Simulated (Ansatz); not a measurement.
Ansatz input

```yaml
crystal:
  lattice:
    - [3.6403906801, 0.0, 0.0]
    - [-1.8201953401, 3.1526708087, 0.0]
    - [0.0, 0.0, 5.8766818306]
  atoms:
    - { symbol: "Y", position: [0.3333333333, 0.6666666667, 0.25], spin: 0.397 }
    - { symbol: "Y", position: [0.6666666667, 0.3333333333, 0.75], spin: 0.397 }
hamiltonian:
  xc: r2scan
  pseudopotentials:
    kind: paw
    azcp:
      "Y": "pseudopotentials/Y.paw.azcp"
basis:
  ecutwfc: 500
  fft_grid_basis: typed
kpoints:
  mp_grid: { grid: [16, 16, 9], shift: [0, 0, 0] }
magnetization:
  spin_polarized: true
scf:
  occupations: { method: fermi_dirac, width: 0.05 }
```

and its output:

```
Engine: ansatz 0.2.0, aarch64-unknown-linux-gnu
Pseudopotentials: kind: paw
Pseudopotential: Y, paw, valence charge 11, recommended cutoff 500 eV (meta_gga) 
Functional definition: r2SCAN
  parameter k0 = 0.174
  parameter k1 = 0.065
  parameter a1 = 4.9479
  exchange = r2scan_x(k0 = k0, k1 = k1, a1 = a1)
  correlation = r2scan_c
Crystal: 2 atoms, lattice volume = 67.446 Å³
Basis set: ecut = 500 eV, 1737 PW (Γ), exchange–correlation on 108×108×180 points (64 copies of the dense FFT grid, shifted against one another)
Bands: 16, of which v1, the nominal top of the filled ones, is band 11 counted from 1 (10 counted from 0)
Symmetry: 24 space group operations
Space group: P63/mmc (ITA 194), of the structure as read, at distance tolerance 4.1e-5 Å
Magnetic group: BNS 194.263 (UNI 1493), of the structure as read, at distance tolerance 4.1e-5 Å
k-points: 150 of 2304
Non-local potential: Y, projectors of the file, l = 0: 3, l = 1: 2, l = 2: 2, l = 3: 1
PAW form: soft (Blöchl's): semilocal exchange-correlation on the pseudo side does not see the compensation charge
PAW frozen core: Y, regenerated for the run's functional (the file was generated under x = pbe(κ = 0.804, μ = 0.2195149727645171), c = pbe(β = 0.06672455060314922))
PAW one-centre angular grid: Y, 590 points (default); XC on 160 Gauss nodes
Initial density: superposition of atomic densities (chi_scale 0.1, normalization cell)
Starting moments: Σ|m| = 0.794 μB on 2 of 2 sites
Initial wavefunctions: pseudopotential atomic-orbital guess
Functional: x = r2scan, c = r2scan; τ floored in thin density (d = 2e-4 eV/Å³)
iter 1 solved again at ethr=1.21e-3 eV; its pass at ethr=3.10e-3 eV (dr2=2.67e-1 eV) is discarded
SCF iter   1: F=—  HF=-7719.312559 eV  |F-HF|=—  |Δ(HF+E_count)|=         —  Δρ=1.13e-2 (↑1.13e-2 ↓6.22e-3)  dr2=2.79e-1  dr2_τ=2.21e-3  dr2_m=8.87e-3  M=0.616 μB ∫|m|=0.616 μB  β_m=1.00  ethr=1.21e-3  ⟨swp⟩=1.9  Hψ=28298  notcnv=0
Mixer restart at iter 1: flushing history
spin=Collinear: Kerker preconditioning applied to the charge; magnetization (m = ρ↑ − ρ↓) channel mixes plain (no charge-response kernel on spin).
SCF iter   2: F=—  HF=-7719.460501 eV  |F-HF|=—  |Δ(HF+E_count)|=         —  Δρ=7.46e-3 (↑7.46e-3 ↓6.31e-3)  dr2=1.79e-1  dr2_τ=3.14e-4  dr2_m=2.23e-3  M=0.712 μB ∫|m|=0.712 μB  β_m=1.00  ethr=1.21e-3  ⟨swp⟩=2.0  Hψ=7197  notcnv=0
Mixer restart at iter 2: flushing history
SCF iter   3: F=—  HF=-7719.470702 eV  |F-HF|=—  |Δ(HF+E_count)|=   1.02e-2  Δρ=6.04e-3 (↑6.04e-3 ↓5.92e-3)  dr2=1.20e-1  dr2_τ=4.68e-4  dr2_m=4.38e-3  M=0.966 μB ∫|m|=0.970 μB  β_m=0.41  ethr=8.15e-4  ⟨swp⟩=2.0  Hψ=6593  notcnv=0  κ⁻¹=1.0e0(r=1)
SCF iter   4: F=—  HF=-7719.476650 eV  |F-HF|=—  |Δ(HF+E_count)|=   5.95e-3  Δρ=3.08e-3 (↑1.54e-3 ↓3.08e-3)  dr2=1.18e-2  dr2_τ=8.17e-4  dr2_m=1.55e-3  M=1.384 μB ∫|m|=1.429 μB  β_m=1.00  ethr=5.43e-4  ⟨swp⟩=2.6  Hψ=10188  notcnv=0  κ⁻¹=2.9e-2(r=2)
SCF iter   5: F=—  HF=-7719.498190 eV  |F-HF|=—  |Δ(HF+E_count)|=   2.15e-2  Δρ=1.62e-3 (↑1.30e-3 ↓1.62e-3)  dr2=4.63e-3  dr2_τ=5.65e-5  dr2_m=3.01e-4  M=1.437 μB ∫|m|=1.494 μB  β_m=1.00  ethr=5.36e-5  ⟨swp⟩=2.0  Hψ=9321  notcnv=0  defer=4  κ⁻¹=2.8e-2(r=3)
SCF iter   6: F=—  HF=-7719.499701 eV  |F-HF|=—  |Δ(HF+E_count)|=   1.51e-3  Δρ=8.89e-4 (↑8.89e-4 ↓6.43e-4)  dr2=1.31e-3  dr2_τ=1.28e-5  dr2_m=6.09e-5  M=1.395 μB ∫|m|=1.455 μB  β_m=1.00  ethr=2.11e-5  ⟨swp⟩=2.5  Hψ=8753  notcnv=0  defer=4  κ⁻¹=6.7e-3(r=4)
SCF iter   7: F=—  HF=-7719.499646 eV  |F-HF|=—  |Δ(HF+E_count)|=   5.57e-5  Δρ=3.60e-4 (↑3.60e-4 ↓2.00e-4)  dr2=1.17e-4  dr2_τ=1.54e-6  dr2_m=2.07e-5  M=1.353 μB ∫|m|=1.417 μB  β_m=1.00  ethr=5.97e-6  ⟨swp⟩=2.2  Hψ=7523  notcnv=0  defer=7  κ⁻¹=1.0e-3(r=5)
SCF iter   8: F=—  HF=-7719.499837 eV  |F-HF|=—  |Δ(HF+E_count)|=   1.91e-4  Δρ=1.31e-4 (↑1.31e-4 ↓9.29e-5)  dr2=6.22e-6  dr2_τ=2.88e-7  dr2_m=5.20e-6  M=1.336 μB ∫|m|=1.399 μB  β_m=1.00  ethr=5.33e-7  ⟨swp⟩=2.0  Hψ=7913  notcnv=0  defer=8  κ⁻¹=4.7e-5(r=6)
SCF iter   9: F=—  HF=-7719.499766 eV  |F-HF|=—  |Δ(HF+E_count)|=   7.11e-5  Δρ=6.96e-5 (↑6.96e-5 ↓5.80e-5)  dr2=2.23e-6  dr2_τ=1.39e-7  dr2_m=1.64e-6  M=1.339 μB ∫|m|=1.400 μB  β_m=1.00  ethr=2.83e-8  ⟨swp⟩=2.4  Hψ=8416  notcnv=0  defer=8  κ⁻¹=9.8e-6(r=7)
SCF iter  10: F=—  HF=-7719.499752 eV  |F-HF|=—  |Δ(HF+E_count)|=   1.36e-5  Δρ=3.78e-5 (↑3.63e-5 ↓3.78e-5)  dr2=8.19e-7  dr2_τ=6.12e-8  dr2_m=5.32e-7  M=1.343 μB ∫|m|=1.401 μB  β_m=1.00  ethr=1.01e-8  ⟨swp⟩=2.2  Hψ=8299  notcnv=0  defer=7  κ⁻¹=1.3e-6(r=8)
SCF iter  11: F=—  HF=-7719.499755 eV  |F-HF|=—  |Δ(HF+E_count)|=   2.94e-6  Δρ=1.82e-5 (↑1.55e-5 ↓1.82e-5)  dr2=3.05e-7  dr2_τ=7.23e-9  dr2_m=8.72e-8  M=1.345 μB ∫|m|=1.403 μB  β_m=1.00  ethr=3.72e-9  ⟨swp⟩=2.0  Hψ=8242  notcnv=0  defer=7  κ⁻¹=2.7e-7(r=8)
SCF iter  12: F=—  HF=-7719.499757 eV  |F-HF|=—  |Δ(HF+E_count)|=   1.62e-6  Δρ=9.42e-6 (↑6.49e-6 ↓9.42e-6)  dr2=8.13e-8  dr2_τ=9.98e-10  dr2_m=2.09e-8  M=1.346 μB ∫|m|=1.404 μB  β_m=1.00  ethr=1.39e-9  ⟨swp⟩=2.1  Hψ=7757  notcnv=0  defer=7  κ⁻¹=2.2e-6(r=8)
SCF iter  13: F=—  HF=-7719.499757 eV  |F-HF|=—  |Δ(HF+E_count)|=   7.73e-7  Δρ=3.91e-6 (↑2.45e-6 ↓3.91e-6)  dr2=2.03e-8  dr2_τ=2.17e-10  dr2_m=3.00e-9  M=1.347 μB ∫|m|=1.405 μB  β_m=1.00  ethr=3.69e-10  ⟨swp⟩=3.0  Hψ=9090  notcnv=0  defer=7  κ⁻¹=1.1e-6(r=8)
SCF iter  14: F=—  HF=-7719.499757 eV  |F-HF|=—  |Δ(HF+E_count)|=   8.44e-9  Δρ=1.98e-6 (↑1.98e-6 ↓1.89e-6)  dr2=6.40e-9  dr2_τ=1.13e-10  dr2_m=1.21e-9  M=1.347 μB ∫|m|=1.405 μB  β_m=1.00  ethr=9.22e-11  ⟨swp⟩=2.3  Hψ=8009  notcnv=0  defer=7  κ⁻¹=1.4e-6(r=8)
SCF iter  15: F=—  HF=-7719.499757 eV  |F-HF|=—  |Δ(HF+E_count)|=   1.47e-8  Δρ=9.63e-7 (↑9.63e-7 ↓9.55e-7)  dr2=1.42e-9  dr2_τ=1.83e-11  dr2_m=3.11e-10  M=1.347 μB ∫|m|=1.406 μB  β_m=1.00  ethr=2.91e-11  ⟨swp⟩=1.0  Hψ=13965  notcnv=0  κ⁻¹=3.3e-6(r=8)
SCF iter  16: F=-7719.499757 eV  HF=-7719.499757 eV  |F-HF|=5.98e-10  |Δ(HF+E_count)|=   5.54e-9  Δρ=5.64e-7 (↑5.37e-7 ↓5.64e-7)  dr2=2.67e-10  dr2_τ=8.33e-12  dr2_m=1.36e-11  M=1.347 μB ∫|m|=1.406 μB  ethr=6.46e-12  ⟨swp⟩=3.0  Hψ=10185  notcnv=0
SCF 1 converged in 16 iterations: F = -7719.499757 eV  dr2 = 2.67e-10
this state was not tested for a lower state beside it, because the mixer in use, unlike msr1, does not test its closes by its own steps (another_mixer; see scf.mixing.algorithm and scf.lower_state_search)
SCF converged after 16 iterations
Magnetization: 1.3473 μB (11.6736 up, 10.3264 down)
Absolute magnetization: 1.4057 μB (∫|ρ↑−ρ↓|, with the PAW one-centre terms)
Spin contamination: 0.0453 ħ² per cell (⟨S²⟩ above its minimum at these occupations)
Per-site moments (μB) at R_I (Å): [(0.40214989711741833, 1.4902231916317807), (0.4021498971174185, 1.4902231916317807)]
Free energy (F): -7719.499757 eV
Harris-Foulkes:  -7719.499757 eV  (|F-HF|=5.98e-10)
Internal energy: -7719.485090 eV  (E = F + TS)
E sigma→0 (E₀):  -7719.492424 eV
Entropy (-TS):   -0.014668 eV (-7.334 meV/atom)
Fermi energy:    9.175960 eV
--- Per-component energies (eV) ---
  E_band       = -267.933343
  E_kinetic    = 607.322295
  E_local      = -1243.375887  (includes V_loc(G=0)·N_el)
  E_nonlocal   = 99.473713
  E_hartree    = 392.917748
  E_xc         = -334.743141
  E_vxc        = -442.258160  (∫ρ·V_xc dr)
  E_paw        = -5683.230046  (= ΣΔE_a)
  E_vpaw       = -99.122869  (= ΣTr[D̂ρ^β])
  E_aug_tail   = 0.000006  (compensation charges beyond the density's cutoff)
  E_vtau       = 24.191999  (kinetic-family band-sum trace: ∫τ·v_τ [+ j·A + Jᵃ·Aᵃ] dr)
  E_ewald      = -1557.541871
  E_core_change = -0.307907  (= ΣΔE_core)
  E_smearing   = -0.014668  (= −TS)
  E_closure    = 0.000000  (closes the sum)
  Σ components = -7719.499757   (vs F -7719.499757, Δ=0.00e0)
```
